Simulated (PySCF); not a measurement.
**Working out the ionisation energy of Al**

Al [Ne] 3s2 3p1 (2P) → Al⁺ [Ne] 3s2 (1S). Calculation: PySCF 2.14, in aug-cc-pwCVDZ (6s5p3d, 36 functions); the non-relativistic Hamiltonian (point nucleus). Frozen: nothing. Energies in hartree (1 hartree = 27.21139 eV):

```json
{"part": "UHF", "Al (lower)": "-241.874277", "Al⁺ (upper)": "-241.668590"}
{"part": "MP2 opposite-spin", "Al (lower)": "-0.120801", "Al⁺ (upper)": "-0.117836"}
{"part": "MP2 same-spin", "Al (lower)": "-0.041315", "Al⁺ (upper)": "-0.039558"}
```

Question: What does Hartree-Fock give?

Answer: (-241.668590) − (-241.874277) = 0.205687 hartree = 5.597 eV.

Question: What do MP2 and SCS-MP2 (6/5 opposite-spin, 1/3 same-spin) give?

Answer: The opposite-spin parts differ by 0.081 eV and the same-spin parts by 0.048 eV. MP2: 5.597 + (0.081) + (0.048) = 5.726 eV. SCS-MP2: 5.597 + 1.2 × (0.081) + (0.048)/3 = 5.710 eV.

Measured between the centres of the two terms (NIST): 5.977 eV, so MP2 (all electrons) is off by -0.251 eV.

A double-zeta basis recovers only part of the correlation energy.

What remains against the reference includes basis incompleteness and correlation beyond second order.
